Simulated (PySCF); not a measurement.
**Chlorine: a sound run and one with changed settings**

Sound run: Cl [Ne] 3s2 3p5, Cl⁺ [Ne] 3s2 3p4. Computed with PySCF 2.14 in cc-pV(D+d)Z (4s3p2d, 23 functions), with the non-relativistic Hamiltonian (point nucleus). The sound run starts from symmetry-adapted Hartree-Fock orbitals and uses a fine grid where one is needed.

A second run was set up differently.

| species | method | sound run (hartree) | changed run (hartree) | converged |
| --- | --- | --- | --- | --- |
| Cl | UHF | -459.47140 | -459.47140 | yes |
| Cl | TPSS | -460.16056 | -460.16131 | yes |
| Cl | LDA | -458.63852 | -458.63906 | yes |
| Cl⁺ | UHF | -459.03729 | -459.03729 | yes |
| Cl⁺ | TPSS | -459.68554 | -459.68487 | yes |
| Cl⁺ | LDA | -458.15520 | -458.15475 | yes |

Ionisation energy of Cl:

| method | sound run (eV) | changed run (eV) |
| --- | --- | --- |
| UHF | 11.813 | 11.813 |
| TPSS | 12.926 | 12.965 |
| LDA | 13.152 | 13.179 |

Task: What was changed?
A. minimal basis
B. level shift left on
C. basis contracted for another Hamiltonian
D. angular grid far too coarse

Result: D. It used 14 angular points. A coarse angular grid integrates products of high-l functions wrongly, so density functionals can shift, and the SCF can exploit the error; Hartree-Fock and MP2 need no grid.
